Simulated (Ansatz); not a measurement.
Chalcopyrite CuGaSe2

These are PBE0 (Ansatz, a quantum-chemistry and plane-wave program, PAW) values and carry that method's errors.

Settings: plane-wave cutoff 500 eV, 6×6×6 k mesh, gaussian smearing 0.02 eV, no spin polarisation, scalar-relativistic PAW data made under PBE.

Cell (relaxed with r²SCAN):

CuGaSe2 is taken in the tetragonal space group I-42d (No. 122), the chalcopyrite structure, Pearson symbol tI16. Conventional cell: a = 5.607 Å, b = 5.607 Å, c = 11.102 Å, α = 90.00°, β = 90.00°, γ = 90.00°. Ga on 4b sees 4 Se at 2.432 Å (tetrahedral). Cu on 4a has 4 Se at 2.408 Å (tetrahedral). Se on 8d sees 2 Cu at 2.408 Å and 2 Ga at 2.432 Å (tetrahedral). (Neighbours: up to the widest gap in distance over summed covalent radii, below 1.35, at either atom; cation-cation and far metal-metal contacts left out.)
(The calculation used a cell of 8 atoms; values per cell refer to that cell.)

| Property | Value |
|---|---|
| band gap | 1.95 eV (on the SCF k mesh) |

Measured, for comparison: band gap 1.67 eV (temperature not stated, not corrected to a static lattice, direct or pseudo-direct at Γ; as tabulated in Ghosh et al. (2024), arXiv:2401.16805).

Note: cell and atoms aren't relaxed at this level (largest force component 0.26 eV/Å, pressure 0.7 GPa).

Spin–orbit coupling is not included.

Computed values are for the static lattice.

The result took very roughly 24 core-minutes.
